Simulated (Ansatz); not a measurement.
**CH4AlN (SMILES C=[N][AlH2]): single points off equilibrium**

The atoms stand at a frame of a short trajectory. How far do the functionals agree with CCSD(T) there?

Computed with Ansatz 0.2.0, Gaussian basis. Level: single points in def2-TZVPP.

Cores are frozen in the correlated methods.

1 further run of the same task is left out (it didn't finish).

## Step 1: The system as given

7 atoms, charge 0, spin multiplicity 1.

Atoms are counted from 1 here; the program's logs count them from 0.

Bond lengths: C1–N2 1.240 Å, C1–H4 1.122 Å, C1–H5 1.143 Å, N2–Al3 1.744 Å, Al3–H6 1.518 Å, Al3–H7 1.647 Å. Angles: N2–C1–H4 120.2°, N2–C1–H5 120.3°, H4–C1–H5 119.4°, C1–N2–Al3 166.7°, N2–Al3–H6 118.9°, N2–Al3–H7 112.2°, H6–Al3–H7 128.9°.

Coordinates:

```
C    -1.2797   -0.1957   -0.7510
N    -0.2925   -0.0511   -0.0141
Al    1.2905    0.2075    0.6715
H    -2.1556   -0.8076   -0.4078
H    -1.2757    0.2340   -1.8103
H     1.4624    1.2735    1.7385
H     2.4179   -0.8081    0.0323
```

## Step 2: PBE-D4/def2-TZVPP

run/in.yaml

```yaml
crystal:
  periodic: [false, false, false]
  atoms:
    - {symbol: C, position_ang: [-1.279678, -0.195695, -0.751034]}
    - {symbol: N, position_ang: [-0.292546, -0.051076, -0.014066]}
    - {symbol: Al, position_ang: [1.290458, 0.207480, 0.671528]}
    - {symbol: H, position_ang: [-2.155569, -0.807574, -0.407756]}
    - {symbol: H, position_ang: [-1.275672, 0.233964, -1.810337]}
    - {symbol: H, position_ang: [1.462422, 1.273517, 1.738495]}
    - {symbol: H, position_ang: [2.417888, -0.808129, 0.032267]}
basis:
  gaussian: {orbitals: def2-TZVPP}
hamiltonian: {xc: pbe, dispersion: d4}
output: {forces: true}
```

Launch:

```console
> ansatz run in.yaml --threads 2 --pin off --events-out ev --progress --plain --max-ram 3481MiB
```

## Step 3: r2SCAN-D4/def2-TZVPP

Edit run/in.yaml of step 2 so:

```diff
@@ -12,3 +12,3 @@
   gaussian: {orbitals: def2-TZVPP}
-hamiltonian: {xc: pbe, dispersion: d4}
+hamiltonian: {xc: r2scan, dispersion: d4}
 output: {forces: true}
```

## Step 4: PBE0-D4/def2-TZVPP

Edit run/in.yaml of step 3 so:

```diff
@@ -12,3 +12,3 @@
   gaussian: {orbitals: def2-TZVPP}
-hamiltonian: {xc: r2scan, dispersion: d4}
-output: {forces: true}
+hamiltonian: {xc: pbe0, dispersion: d4}
+output: {forces: true, orbitals: {seedname: orbitals}}
```

## Step 5: wB97M-V/def2-TZVPP

Edit run/in.yaml of step 4 so:

```diff
@@ -12,3 +12,3 @@
   gaussian: {orbitals: def2-TZVPP}
-hamiltonian: {xc: pbe0, dispersion: d4}
-output: {forces: true, orbitals: {seedname: orbitals}}
+hamiltonian: {xc: {name: wB97M-V}}
+output: {forces: true}
```

## Step 6: CCSD(T)/def2-TZVPP

Edit run/in.yaml of step 5 so:

```diff
@@ -12,3 +12,3 @@
   gaussian: {orbitals: def2-TZVPP}
-hamiltonian: {xc: {name: wB97M-V}}
+correlation: {method: ccsd_t}
 output: {forces: true}
```

(Steps that only read results are left out.)

Q: Predict the outcome of this session. Wanted: energy less free atoms, CCSD(T)/def2-TZVPP; RMS force component; RMS force error; HOMO and LUMO, PBE0-D4; T1 diagnostic.

The runs gave:

```
                                  quantity                                                             value
energy less free atoms, CCSD(T)/def2-TZVPP                                                        -23.361 eV
                       RMS force component                              0.571 to 0.709 eV/Å over the methods
                           RMS force error  PBE-D4 0.189, r2SCAN-D4 0.255, PBE0-D4 0.315, wB97M-V 0.270 eV/Å
                    HOMO and LUMO, PBE0-D4                                                -6.72 and -1.05 eV
                             T1 diagnostic                                                             0.015
```

In words: Against CCSD(T) the functionals' energies less atoms differ by -1.168 to -0.593 eV, PBE-D4 by -1.168 eV. The reference is not at the basis limit: in triple zeta CCSD(T) underbinds, which counts against methods that bind more; the gaps are no ranking. For forces PBE-D4 does best and PBE0-D4 worst. Frozen-core CCSD(T) forces in triple zeta carry basis errors of their own, and this is one geometry, so small gaps rank nothing.
